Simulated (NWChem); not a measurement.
**Total energies of B (+1)**

```
B
```
Charge +1, spin multiplicity 1.

All runs are NWChem calculations.

Basis set: cc-pVTZ (30 functions).

```
method  total energy (Ha)
------  -----------------
RHF             -24.23668
MP2             -24.27257
B2PLYP          -24.32324
PBE             -24.29132
B3LYP           -24.34274
BLYP            -24.33455
```

Total energies of different functionals aren't comparable as a measure of quality: only differences taken within one method are. 

The correlated methods keep 1 core orbital frozen. B3LYP has NWChem's definition, with VWN1-RPA local correlation.
